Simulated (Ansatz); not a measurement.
Ideal-gas functions of C2H3F3O, SMILES `FCOC(F)F` at 400 K and 1 bar, from an Ansatz frequency run at PBE0-D4/def2-TZVP.

Molar mass 100.04 g/mol, point group C1 (symmetry number 1), electronic degeneracy 1, moments of inertia 69.746, 228.658, 256.274 u Å². Harmonic wavenumbers (cm⁻¹, unscaled): 53, 123, 263, 435, 544, 573, 705, 1047, 1081, 1104, 1160, 1199, 1228, 1307, 1387, 1412, 1453, 1528, 3075, 3106, 3159.

Use S(trans) = R[1.5 ln M + 2.5 ln T − 1.1517]; rotational temperatures θ = 24.2544 K / I; S(rot) = R[ln(√π/σ · √(T³/θAθBθC)) + 1.5]; for each mode x = 1.438777 ν̃/T, S = R[x/(eˣ − 1) − ln(1 − e⁻ˣ)] and H = RT x/(eˣ − 1); 1 cm⁻¹ = 0.0119627 kJ/mol; R = 8.31446 J/(mol·K).

Task: By hand: the entropy, in J/(mol·K).

Result: Translation 172.4. Rotation: θ = 0.3478, 0.1061, 0.0946 K, giving 115.5. Vibration, mode by mode: 22.11, 15.16, 9.08, 5.39, 3.94, 3.63, 2.50, 0.94, 0.85, 0.79, 0.67, 0.60, 0.55, 0.43, 0.34, 0.32, 0.28, 0.22, 0.00, 0.00, 0.00, in all 67.8. Electronic 0.0. Sum 355.7 J/(mol·K).

Task: By hand: H − E and G − E in kJ/mol, counted from the electronic energy.

Result: Zero-point energy ½ × 25942 × 0.0119627 = 155.2; thermal vibration 13.8; translation, rotation and pV give 4 RT = 13.3. H − E = 182.3 kJ/mol, and G − E = 182.3 − 400 × 355.7/1000 = 40.0 kJ/mol.

Vibration gives 19 % of the entropy, 37.3 J/(mol·K) of it from the modes under 150 cm⁻¹: soft modes count most, and the harmonic formula is weakest for them. The sum counts one conformer and one mirror image; others add a mixing term.
